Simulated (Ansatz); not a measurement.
System (SMILES): Cl[CH]Cl, doublet.
Atoms: C1, Cl2, Cl3, H4. Bonds: C1-Cl2, C1-Cl3, C1-H4.

How fast the optimised C1-Cl2 bond length converges with the basis for several methods (Ansatz, a program for electronic structure): deviation from each method's own reference, in Å. References: HF 1.7044 Å, the value in pcseg-3; MP2 1.6904 Å, the value in def2-QZVPP; PBE 1.7017 Å, the value in pcseg-3; PBE0 1.6882 Å, the value in pcseg-3. Cartesian d functions, on some or all atoms, in 6-31G*; all else is spherical. In correlated methods cores are frozen. Core-valence sets carry the plain set on hydrogen. Open shells are unrestricted. No added dispersion term, no relativity. The reference of a correlated method is not its basis-set limit, which lies further on.

```tsv
basis	functions	HF	MP2	PBE	PBE0
6-31G*	55	0.0078	0.0145	0.0173	0.0146
aug-cc-pV(D+d)Z	96	0.0077	0.0213	0.0089	0.0085
def2-TZVP	111	0.0017	0.0053	0.0020	0.0020
pcseg-2	112	0.0039	0.0035	0.0052	0.0047
6-311++G(3df,3pd)	151	-0.0002	0.0014	0.0001	0.0000
def2-TZVPPD	156	0.0011	0.0037	0.0010	0.0010
cc-pCVTZ	175	0.0022	0.0045	0.0032	0.0028
aug-cc-pV(T+d)Z	179	0.0020	0.0047	0.0017	0.0018
```

Mean absolute deviation over def2-TZVP, pcseg-2, 6-311++G(3df,3pd), def2-TZVPPD, cc-pCVTZ, aug-cc-pV(T+d)Z: HF 0.0018, PBE0 0.0020, PBE 0.0022, MP2 0.0038 Å.
